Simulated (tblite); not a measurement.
Species: C2H5OS (doublet state).
SMILES with atom numbers: `[CH2:1][S@@:2]([CH3:3])=[O:4]` (hydrogens: H5, H6 on C1; H7, H8, H9 on C3)

Cartesian coordinates in Å at the GFN2-xTB level; atoms count from 1:
```xyz
9
C2H5OS angstrom
C      1.447   -0.276   -0.232
S      0.150    0.841   -0.454
C     -1.249   -0.240    0.154
O      0.291    1.926    0.513
H      2.369    0.106    0.167
H      1.510   -1.069   -0.955
H     -1.276   -1.128   -0.464
H     -2.166    0.330    0.053
H     -1.064   -0.484    1.193
```

Computed geometry: GFN2-xTB, gas phase. This method treats the open shell by occupation alone, without spin polarisation.

Take the most abundant isotopes and a rigid rotor. The values belong to one conformer with, in the numbering `[CH2:1][S@@:2]([CH3:3])=[O:4]`, H–C1–S2–C3 -139° and 75°.

Problem. What are A, B and C (MHz)?

Solution. Ia = 65.79, Ib = 72.79, Ic = 117.95 u·Å²; 505379 MHz·u·Å²/I gives A = 7682, B = 6943, C = 4285 MHz.

Problem. What kind of rotor is it?

Solution. An asymmetric top; Ray's κ = 0.565.

Problem. Is it planar, by Δ = Ic − Ia − Ib?

Solution. Not planar: Δ = Ic − Ia − Ib = -20.62 u·Å². For a rigid frame Δ = −2 Σ m c², so Σ m c² = 10.31 u·Å² lies off the ab plane: 2.33 from hydrogen and 7.97 from heavier atoms. The atom farthest from that plane is 1.30 Å away.

Problem. List the rotational levels J(Ka,Kc) to J = 4 (cm⁻¹).

Solution. Above 0(0,0):
J = 1: 1(0,1) 0.3745, 1(1,1) 0.3992, 1(1,0) 0.4879
J = 2: 2(0,2) 1.0551, 2(1,2) 1.0595, 2(1,1) 1.3256, 2(2,1) 1.3995, 2(2,0) 1.4680
J = 3: 3(0,3) 2.0150, 3(1,3) 2.0155, 3(1,2) 2.5017, 3(2,2) 2.5231, 3(2,1) 2.7553, 3(3,1) 2.9026, 3(3,0) 2.9485
J = 4: 4(0,4) 3.2588, 4(1,4) 3.2589, 4(1,3) 3.9558, 4(2,3) 3.9593, 4(2,2) 4.4188, 4(3,2) 4.4780, 4(3,1) 4.6680, 4(4,1) 4.9109, 4(4,0) 4.9379
Those of J = 1 are B + C, A + C and A + B.

For this open shell read J as N, the rotation without spin; fine and hyperfine splittings come on top. Its GFN2-xTB frequencies are all real (lowest 142 cm⁻¹). Zero-point vibration and centrifugal distortion are left out.
